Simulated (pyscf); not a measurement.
`[CH]#[C][CH3]` + `[FH]` → `[CH3][CH]=[CH][F]`, an addition across a multiple bond or ene-type step (singlet surface; F–H broken, C–H, C–F formed). Single points on ωB97X-D3(BJ)/def2-SVP structures (PySCF, gas phase). Correlated levels are frozen-core, on RHF or UHF. ΔMP2 is the change of the MP2 total energy from the triple- to the quadruple-zeta basis. Energies in eV from the separated reactants.

Small-basis levels: PySCF, no dispersion term, spherical d functions. 

Q: In single points HF/3-21G puts the saddle at 2.45 eV and the reaction energy at -1.55 eV. Should these be trusted to within a few kcal/mol? Compare with CCSD(T)/def2-TZVPP + ΔMP2(QZVPP).

A: CCSD(T)/def2-TZVPP + ΔMP2(QZVPP) gives ΔE‡ = 2.32 eV and ΔE = -0.99 eV. HF/3-21G lies 0.12 eV over it in the barrier and 0.56 eV under it in the reaction energy, so on this step it does not hold to within 0.13 eV. CCSD(T)/def2-TZVPP + ΔMP2(QZVPP) has limits of its own. On the reactant side the descent ends in a complex, 0.27 eV under the separated species and 2.34 eV under the saddle at ωB97X-D3(BJ)/def2-TZVP. At ωB97X-D3(BJ) the barrier from the zero used here is 2.07 eV. This is the saddle that the search found; another between the same sides may lie lower. The CCSD(T) − MP2 part came from Ansatz, without density fitting, on the same reference.
